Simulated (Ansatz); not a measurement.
# C3H6O: the cost of one run

Program: Ansatz 0.2.0. Level of theory: the levels named in each step. These are calculated values, not measurements.

## 1. Starting point

Bond lengths: C1–C2 1.507 Å, C2–C3 1.464 Å, C2–O4 1.398 Å, C3–O4 1.399 Å, C1–H5 1.087 Å, C1–H6 1.088 Å, C1–H7 1.088 Å, C2–H8 1.089 Å, C3–H9 1.084 Å, C3–H10 1.084 Å. Angles (14 of 19 angles, heavy atoms first): C1–C2–C3 121.5°, C1–C2–O4 118.3°, C3–C2–O4 58.5°, C2–C3–O4 58.4°, C2–O4–C3 63.1°, C1–C2–H8 114.9°, C3–C2–H8 117.5°, O4–C2–H8 114.2°, C2–C1–H5 110.2°, C2–C1–H6 110.1°, C2–C1–H7 109.8°, C2–C3–H9 119.4°, C2–C3–H10 119.9°, O4–C3–H9 115.6°.

Coordinates:

```xyz
10

C    -1.5203   -0.2940    0.2598
C    -0.2671    0.2606   -0.3666
C     0.9711   -0.5191   -0.4215
O     0.8177    0.5507    0.4666
H    -1.2669   -0.9614    1.0794
H    -2.1343    0.5153    0.6479
H    -2.0928   -0.8415   -0.4857
H    -0.4343    0.9937   -1.1540
H     1.0011   -1.5030    0.0325
H     1.6744   -0.3609   -1.2313
```

## 2. A rough first relaxation, PBE-D4/def2-SVP

This run stands in another session on the same molecule. It ended at:

```xyz
10

C    -1.5256   -0.2936    0.2561
C    -0.2751    0.2421   -0.3929
C     0.9937   -0.5110   -0.4083
O     0.8074    0.5938    0.4771
H    -1.2744   -1.0301    1.0450
H    -2.1082    0.5264    0.7241
H    -2.1795   -0.7859   -0.4934
H    -0.4424    0.9670   -1.2169
H     1.0336   -1.5109    0.0678
H     1.7190   -0.3574   -1.2314
```

## 3. Relaxation, B2PLYP/def2-TZVPP

input.yaml

```yaml
crystal:
  periodic: [false, false, false]
  atoms:
    - { symbol: C, position_ang: [-1.52555731, -0.29363326, 0.25612879] }
    - { symbol: C, position_ang: [-0.27514254, 0.24214649, -0.39292997] }
    - { symbol: C, position_ang: [0.99371168, -0.51095425, -0.40829024] }
    - { symbol: O, position_ang: [0.80742981, 0.5938029, 0.47706859] }
    - { symbol: H, position_ang: [-1.27435556, -1.03007093, 1.04495819] }
    - { symbol: H, position_ang: [-2.1081738, 0.52635132, 0.72410155] }
    - { symbol: H, position_ang: [-2.17949973, -0.78589819, -0.49338456] }
    - { symbol: H, position_ang: [-0.44236184, 0.96696867, -1.21689675] }
    - { symbol: H, position_ang: [1.03356672, -1.51085982, 0.06779766] }
    - { symbol: H, position_ang: [1.71902258, -0.35741293, -1.23141326] }
basis:
  gaussian: { orbitals: def2-TZVPP }
hamiltonian:
  xc: { name: B2PLYP }
relax:
  f_tol: 0.002
  max_steps: 150
```

Run with:

```
ansatz run input.yaml --threads 4 --pin off --max-ram 10240MiB --backend cpu --events-out ev --progress --plain --runs-dir out
```

**Question.** How long does this run take on 4 threads of Intel Xeon 6975P-C (Granite Rapids), shared host, and how much memory does it need?

About 33 s, with a peak of 0.74 GiB.
